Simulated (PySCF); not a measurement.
PySCF input:

```python
from pyscf import gto, scf, dft

mol = gto.M(
    atom='''
    C    -0.93142677   -0.09091136    0.00145351
    O    -0.72481975   -1.27177619   -0.01909734
    O     0.00102861    0.86771547    0.01461126
    H    -1.92588670    0.37448781    0.01247871
    C     1.36673924    0.41140192    0.00254944
    H     1.97490570    1.31077974    0.01574845
    H     1.56756136   -0.20280897    0.87923757
    H     1.56187403   -0.17291625   -0.89559380
    ''',
    basis='def2-tzvpd',
    charge=0,
    spin=0,
    verbose=4,
)

mf = dft.RKS(mol, xc='tpssh').density_fit(auxbasis='def2-universal-jkfit')
mf.grids.level = 3
mf.conv_tol = 1e-9
mf.max_cycle = 100
mf.max_memory = 1500
mf.kernel()
if not mf.converged:
    mf = mf.newton()
    mf.kernel(mf.make_rdm1())
mf.analyze()
```

Task: What final total energy does it print?

Result: -229.16740 Eh (TPSSh/def2-TZVPD).
